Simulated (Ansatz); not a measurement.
The first iterations of a band of AlFH2 + H4Si (9 atoms, charge 0, multiplicity 1).

All numbers below come from RKS PBE/def2-SVP in Ansatz 0.2.0.

| Property | Result |
| --- | --- |
| movable images | 5 |
| climbing image | yes |
| spring | 0.5 eV/Å² |
| optimiser | quadratic models (default) |
| start path | through a guess of the saddle point |
| force threshold | 0.05 eV/Å |
| iteration limit | 60 |
| end points | relaxed |

First end point:

```xyz
9
Properties=species:S:1:pos:R:3
Al -0.079 0.196 0.133
F 0.245 1.325 1.348
H 1.171 -0.317 -0.722
H -1.610 -0.022 -0.255
Si 0.174 -2.779 1.123
H -0.341 -2.929 -0.275
H 1.628 -3.118 1.224
H -0.656 -3.559 2.098
H 0.020 -1.315 1.527
```

Last end point:

```xyz
9
Properties=species:S:1:pos:R:3
Al 0.062 -0.279 -0.183
F -0.227 0.034 1.805
H 1.451 0.460 -0.475
H -1.328 0.175 -0.833
Si 0.196 -2.637 0.618
H -0.907 -3.633 0.366
H 1.503 -3.387 0.687
H -0.039 -2.321 2.143
H -0.160 -0.929 2.071
```

| iteration | highest image above the first end (eV) | largest band force component (eV/Å) |
| --- | --- | --- |
| 1 | 2.645 | 2.157 |
| 2 | 1.844 | 1.178 |
| 3 | 1.567 | 0.887 |
| 4 | 1.521 | 0.788 |

Does the band converge within its limit, and where does its top end?

It converged. It ended after 14 iterations with the highest image 1.515 eV above the first end. Another band between the same ends (5 images) ends at a top of the same energy, where a vibrational analysis finds 2 clearly imaginary modes. The orbitals stay closed-shell, which can raise the energy where a bond breaks towards radicals; this wasn't checked here.

The run took 2.9 min on 1 thread of Arm Neoverse V1, with other jobs on the host, peak memory 0.14 GiB.
